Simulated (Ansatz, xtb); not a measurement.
# Redistribution: C2HF + C4H10S → C2H2S + C4H9F

Species: C2HF (fluoroacetylene) `C#CF`, singlet; C4H10S `CC(C)CS`, singlet; C2H2S (ethynethiol) `C#CS`, singlet; C4H9F `CC(C)CF`, singlet. The partners trade F for SH; both sit on C, so the bond types are kept.

Shapes, held fixed at every level: PBE0-D4/def2-TZVP. Flexible molecules stand in one conformer, not always the lowest. Programs: Ansatz 0.2.0, xtb 6.7.1. Electronic energies: no zero-point or thermal term.

Task: Estimate ΔE of this reaction.

Result: The highest level, CCSD(T)/CBS estimate, gives ΔE = -71.0 kJ/mol; the levels span -76.5 to -51.0. The column of differences is taken from that level and isn't an error. No measured value is set beside it here. The CBS estimate extrapolates MP2 from def2-TZVPP and def2-QZVPP and adds CCSD(T) − MP2 in the triple-zeta set, cores frozen.

```csv
level,kind,ΔE (kJ/mol),less CCSD(T)/CBS estimate
GFN1-xTB,semi-empirical,-51.0,+20.0
PBE-D4/def2-TZVPP,GGA,-67.6,+3.4
r2SCAN-D4/def2-TZVPP,meta-GGA,-74.8,-3.8
wB97X-V/def2-TZVPP,range-separated hybrid,-69.7,+1.3
B2PLYP/def2-TZVPP,double hybrid,-76.5,-5.5
MP2/def2-TZVPP,perturbation theory,-71.2,-0.2
CCSD(T)/def2-TZVPP,coupled cluster or CI,-71.3,-0.3
CCSD(T)/CBS estimate,coupled cluster or CI,-71.0,0.0
```
